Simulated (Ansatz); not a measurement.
CH4Si (SMILES C[SiH]): methods side by side

The species is CH4Si (6 atoms), meant as a singlet with charge 0. As SMILES, `C[SiH]`. Geometry: relaxed at PBE0-D4/def2-TZVP.

| atom | x (Å) | y (Å) | z (Å) |
| --- | --- | --- | --- |
| C | -0.0935 | -0.3660 | -0.3703 |
| Si | 0.9173 | 0.2098 | 1.1223 |
| H | -1.1569 | -0.4101 | -0.1022 |
| H | 0.2150 | -1.3356 | -0.7630 |
| H | -0.0240 | 0.3820 | -1.1708 |
| H | 0.1422 | 1.5200 | 1.2840 |

Each level gives the energy change with the C1–H5 bond stretched from 1.098 to 1.647 Å (eV). The values are calculated.

```
                        level                    kind  program  value (eV)  less FCI/STO-3G
      PBE/STO-3G (restricted)                     GGA   Ansatz        2.42            +0.02
   r2SCAN/STO-3G (restricted)                meta-GGA   Ansatz        2.61            +0.21
    B3LYP/STO-3G (restricted)           global hybrid   Ansatz        2.59            +0.19
CAM-B3LYP/STO-3G (restricted)  range-separated hybrid   Ansatz        2.76            +0.36
    HSE06/STO-3G (restricted)  range-separated hybrid   Ansatz        2.73            +0.33
   B2PLYP/STO-3G (restricted)           double hybrid   Ansatz        2.70            +0.30
  RPA@PBE/STO-3G (restricted)                     RPA   Ansatz        2.39            -0.01
      MP2/STO-3G (restricted)     perturbation theory   Ansatz        2.75            +0.35
  CCSD(T)/STO-3G (restricted)   coupled cluster or CI   Ansatz        2.41            +0.01
                   FCI/STO-3G      exact in the basis   Ansatz        2.40             0.00
```

FCI/STO-3G is exact within its basis and frozen core, so for wave-function methods in that basis the difference is their error; functionals converge differently with the basis, so for them it is only a difference. The first shape isn't each level's own minimum. The values span 2.39 to 2.76 eV. All rows use very small basis sets, so none should be taken for the real molecule's value.
